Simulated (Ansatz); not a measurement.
Conformers of C₂H₃FO₂ (`O=COCF`), each relaxed with PBE0-D4/def2-TZVP in Ansatz. CBS adds the triple-zeta coupled-cluster correction to the MP2 limit.

Not all of them had a frequency check.

Conformer A:

```xyz
8

O    -0.960    0.705    1.353
C     0.200    0.726    1.085
O     0.782    0.095    0.045
C    -0.072   -0.612   -0.813
F    -0.556    0.232   -1.763
H     0.975    1.257    1.653
H    -0.913   -1.032   -0.260
H     0.543   -1.370   -1.298
```

Conformer B:

Z-matrix (Å, degrees):
```
C
F 1 1.349
O 1 1.414 2 105.8
H 1 1.092 2 109.7 3 118.7
H 1 1.092 2 109.7 3 -118.7
C 3 1.334 1 115.0 2 -179.2
O 6 1.196 3 125.2 1 -0.1
H 6 1.098 3 109.4 1 179.9
```

(1) Which is lowest in electronic energy at CCSD(T)/CBS (frozen core, def2 sets), and by how much? (Best estimate.)

(2) Give the energies relative to A (kJ/mol) with ωB97X-V/def2-TZVPP, ωB97M-V/def2-TZVPP, r2SCAN/def2-TZVPP, HF/def2-TZVPP, CCSD(T)/def2-TZVPP, HF/def2-QZVPP, MP2/def2-QZVPP. (Estimate.)

## Answers

(1) The calculation gave: A; B lies 5.9 kJ/mol higher.

(2) Ansatz gave: 
```tsv
level	B
ωB97X-V/def2-TZVPP	5.8
ωB97M-V/def2-TZVPP	5.8
r2SCAN/def2-TZVPP	5.1
HF/def2-TZVPP	3.8
CCSD(T)/def2-TZVPP	6.3
HF/def2-QZVPP	3.7
MP2/def2-QZVPP	6.2
```
